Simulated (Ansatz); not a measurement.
Worked example: correlation energy of Ga$_{2}$PH, triplet

Geometry: a PBE0/def2-TZVP stationary point for this spin, not checked as a minimum.

```xyz
4

Ga    0.0000   -0.3606    1.3636
P     0.0000    1.5274    0.0000
Ga    0.0000   -0.3606   -1.3636
H     0.0000    2.9550    0.0000
```

Basis cc-pVDZ; Ansatz 0.2.0. Correlated methods freeze the noble-gas cores and the filled d shells of p-block atoms, which leaves 12 electrons in 44 orbitals. Prefix R: restricted or restricted open-shell reference; prefix U: unrestricted. No spin–orbit coupling is included, and no scalar relativity.

Full CI isn't at hand for all of this; UCCSDT(Q) serves as the reference, and is uncertain by the last step of the cluster series or more.

UCCSD has a T1 diagnostic of 0.029 and a largest doubles amplitude of 0.07.

Runs differ by some tens of microhartree through their thresholds and, for an open shell, their frozen cores, so steps under 0.03 kcal/mol mean nothing.

Here the R and U totals at CCSDT(Q) differ by 0.26 kcal/mol, a measure of how far such totals hang on the determinant and its frozen core.

```
    level  total energy (hartree)
      UHF            -4187.716253
     UMP2            -4187.926574
    UCCSD            -4187.959635
 UCCSD(T)            -4187.973047
   UCCSDT            -4187.974742
UCCSDT(Q)            -4187.976082
```

Problem. What is the correlation energy at UCCSDT(Q), and what share of it do UMP2 and UCCSD(T) recover?

Solution. E(corr) = -4187.976082 − (-4187.716253) = -0.259829 hartree = -7.070 eV. UMP2: -0.210321 / -0.259829 = 80.95 %. UCCSD(T): -0.256794 / -0.259829 = 98.83 %.

Problem. By how many kcal/mol does UCCSD(T) miss UCCSDT(Q) (1 hartree = 627.509 kcal/mol), and which steps make up the rest?

Solution. -4187.973047 − (-4187.976082) = 0.003035 hartree = 1.90 kcal/mol. Steps: UCCSDT − UCCSD(T) = -1.06, UCCSDT(Q) − UCCSDT = -0.84 kcal/mol. Differences between like states or geometries often cancel part of this.
